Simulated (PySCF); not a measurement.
Compound: C₅H₄O.
Bonds: C1–C2 (double), C2–C3, C3–C4 (triple), C4–C5, C5–O6 (double). Hydrogens: H7, H8 on C1; H9 on C2; H10 on C5.

Computed with PySCF, PBE0-D3(BJ)/def2-SVP geometry optimisation, gas phase.

Question: Give the optimised bond lengths and angles.

Answer: 
| bond | length (Å) | order |
| --- | --- | --- |
| C1=C2 | 1.342 | double |
| C2–C3 | 1.419 | single |
| C3≡C4 | 1.219 | triple |
| C4–C5 | 1.443 | single |
| C5=O6 | 1.206 | double |
| C1–H7 | 1.092 | single |
| C1–H8 | 1.093 | single |
| C2–H9 | 1.096 | single |
| C5–H10 | 1.117 | single |

Orders are formal, as drawn. A selection of angles:
| angle | degrees |
| --- | --- |
| C2–C1–H7 | 120.8 |
| C2–C1–H8 | 121.3 |
| H7–C1–H8 | 117.8 |
| C1–C2–C3 | 123.6 |
| C1–C2–H9 | 119.9 |
| C3–C2–H9 | 116.5 |
| C2–C3–C4 | 178.5 |
| C3–C4–C5 | 177.7 |
| C4–C5–O6 | 124.5 |
| C4–C5–H10 | 114.0 |
| O6–C5–H10 | 121.4 |

The 6 heavy atoms lie in one plane (0.004 Å rms). The 4 C–C bonds span 1.219 Å (C3≡C4, drawn triple) to 1.443 Å (C4–C5, drawn single), a spread of 0.224 Å.

Point group: Cs (every atom within 0.08 Å of its image). No frequency check.
